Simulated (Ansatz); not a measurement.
# CHAlO (triplet): wave-function methods side by side, def2-QZVPP

One table from this session's results is given with a row withheld; the runs are named, their logs left out.

Method: def2-QZVPP, core rule «outside noble gas», up to 7 orbitals frozen; program: Ansatz 0.2.0, Gaussian basis.

To be run: UHF; ROHF; CCSD(T) on UHF.

2 further runs of the same task are left out: 2 set aside as unsound or not needed.

**The system**

The geometry is a PBE0/def2-TZVP stationary point (not a proven minimum).

4 atoms, charge 0, spin multiplicity 3.

Atoms are counted from 1 here; the program's logs count them from 0.

Bond lengths: C1–Al2 1.941 Å, Al2–O3 1.648 Å, O3–H4 0.948 Å. Angles: C1–Al2–O3 180.0°, Al2–O3–H4 180.0°.

The first run:

Input file in.yaml:

```yaml
crystal:
  periodic: [false, false, false]
  atoms:
    - {symbol: C, position_ang: [0.000000, 0.000000, -2.516875]}
    - {symbol: Al, position_ang: [0.000000, 0.000000, -0.575575]}
    - {symbol: O, position_ang: [0.000000, 0.000000, 1.072125]}
    - {symbol: H, position_ang: [0.000000, 0.000000, 2.020325]}
basis:
  gaussian: {orbitals: "def2-QZVPP.json"}
magnetization: {spin_polarized: true, initial_magnetization: 2}
hamiltonian: {xc: hf}
output: {orbitals: {seedname: orbitals}}
```

Run with:

```console
> ansatz run in.yaml --threads 1 --pin off --events-out ev --progress --plain --max-ram 2393MiB
```

Steps of the session up to this table: UHF; ROHF; CCSD(T) on UHF.

One of the session's tables, all rows but one given; the rest of the session is left out.

It belongs to the step «Misses and costs». 

| method | from UCCSD(T) (meV) |
| --- | --- |
| ROHF | +13191.8 |
| UHF | +13007.7 |
| UMP2 | +1254.1 |
| UCCSD | ? |
| UCCSD(T) | 0 |

Estimate the missing values for UCCSD.

As computed: from UCCSD(T) (meV): +589.6. In the column «from UCCSD(T) (meV)» it lies between UCCSD(T) (0) and UMP2 (+1254.1).
